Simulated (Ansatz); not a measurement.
Reaction (SMILES): C=C (C2H4) + 2 [H][H] (H2) → 2 C (CH4)
B3LYP-D3(BJ)/def2-TZVP geometries, fixed; electronic energies without zero-point terms.

How fast the energy of full hydrogenation converges with the basis for several methods (Ansatz, a quantum-chemistry and plane-wave program): deviation from each method's own reference, in kcal/mol. References: CCSD(T) -57.69 kcal/mol, Hartree-Fock in aug-cc-pVQZ plus the correlation part extrapolated as X^-3 from aug-cc-pVTZ and aug-cc-pVQZ; HF -60.25 kcal/mol, the value in aug-pcseg-3; MP2 -58.60 kcal/mol, Hartree-Fock in aug-cc-pVQZ plus the correlation part extrapolated as X^-3 from aug-cc-pVTZ and aug-cc-pVQZ; PBE -59.19 kcal/mol, the value in aug-pcseg-3; PBE0 -62.74 kcal/mol, the value in aug-pcseg-3; r2SCAN -60.50 kcal/mol, the value in aug-pcseg-3. All functions are spherical. In correlated methods cores are frozen. No added dispersion term, no relativity. 

```
basis              functions  CCSD(T)     HF    MP2    PBE   PBE0  r2SCAN
-----------------  ---------  -------  -----  -----  -----  -----  ------
pcseg-0                   26      ___  -5.29   3.34  -2.29  -3.29   -2.44
3-21G                     26      ___  -6.99   2.44  -4.92  -5.66   -4.57
pcseg-1                   48      ___  -1.94  -0.84  -1.08  -1.30   -1.20
cc-pVDZ                   48      ___  -2.37  -1.06  -1.15  -1.46   -1.52
6-311G**                  60      ___  -1.56  -0.30  -1.09  -1.11   -1.06
aug-pcseg-1               82      ___  -2.25  -1.68  -0.94  -1.28   -1.03
aug-cc-pVDZ               82      ___  -1.21  -0.89  -1.67  -1.30   -1.36
6-311++G(2d,2p)           94      ___  -0.89  -0.49  -0.77  -0.78   -0.84
jun-cc-pV(T+d)Z          134      ___  -0.26  -0.63  -0.17  -0.17   -0.25
6-311++G(3df,3pd)        150      ___   0.00  -0.26  -0.09  -0.05   -0.03
aug-cc-pVTZ              184      ___  -0.15  -0.68  -0.10  -0.11   -0.19
cc-pVQZ                  230      ___  -0.07  -0.51  -0.23  -0.15   -0.04
```

Some entries are withheld; supply them.


- pcseg-0, CCSD(T): 6.32
- 3-21G, CCSD(T): 5.51
- pcseg-1, CCSD(T): -0.38
- cc-pVDZ, CCSD(T): -0.63
- 6-311G**, CCSD(T): 0.37
- aug-pcseg-1, CCSD(T): -1.87
- aug-cc-pVDZ, CCSD(T): -0.78
- 6-311++G(2d,2p), CCSD(T): 0.05
- jun-cc-pV(T+d)Z, CCSD(T): -0.50
- 6-311++G(3df,3pd), CCSD(T): -0.17
- aug-cc-pVTZ, CCSD(T): -0.68
- cc-pVQZ, CCSD(T): -0.39

Mean absolute deviation over 6-311G**, 6-311++G(2d,2p), jun-cc-pV(T+d)Z, 6-311++G(3df,3pd), aug-cc-pVTZ: CCSD(T) 0.36, PBE0 0.44, PBE 0.44, MP2 0.47, r2SCAN 0.47, HF 0.57 kcal/mol.
